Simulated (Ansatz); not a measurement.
B20 (FeSi-type) FeSi: PBE at its full settings (plane-wave cutoff 520 eV, 8×8×8 k mesh, Fermi–Dirac smearing 0.01 eV, no spin polarisation, scalar-relativistic PAW data made under PBE) and at cheaper ones, in a cell of 8 atoms with Γ-centred meshes.

| level and setting | lattice parameter a (Å) | bulk modulus (GPa) |
|---|---|---|
| PBE (Ansatz) | 4.448 | 218 |
| PBE (Γ point alone) (Ansatz) | 4.475 | 197 |
| PBE (2×2×2 k mesh) (Ansatz) | 4.452 | 217 |
| PBE (4×4×4 k mesh) (Ansatz) | 4.448 | 218 |
| PBE (6×6×6 k mesh) (Ansatz) | 4.448 | 218 |
| PBE (Fermi-Dirac smearing of 0.3 eV) (Ansatz) | 4.461 | 211 |

Largest shifts from the full settings: lattice constant a +0.61 % (PBE (Γ point alone)), against a difference of -0.78 % of the full result from the reference 4.483 Å (measured, temperature not stated, no zero-point or thermal correction; as tabulated in Wikipedia's data pages); bulk modulus -9.6 % (PBE (Γ point alone)), against a difference of +22 % of the full result from the reference 178 GPa (measured, room temperature, not corrected to a static lattice, our sources range from 169 to 185; as tabulated in Study of the compressibility of FeSi, MnSi, and CoS2 (JETP Letters), abstract).

The full settings aren't shown to be converged themselves.

Ansatz's density-functional and Hartree–Fock values are scalar-relativistic unless marked +SOC, with PAW data made under PBE.

Run with cheap settings on purpose, which may leave them unconverged: PBE (2×2×2 k mesh), PBE (4×4×4 k mesh), PBE (6×6×6 k mesh), PBE (Fermi-Dirac smearing of 0.3 eV), PBE (Γ point alone).

Ansatz is a program for electronic structure.
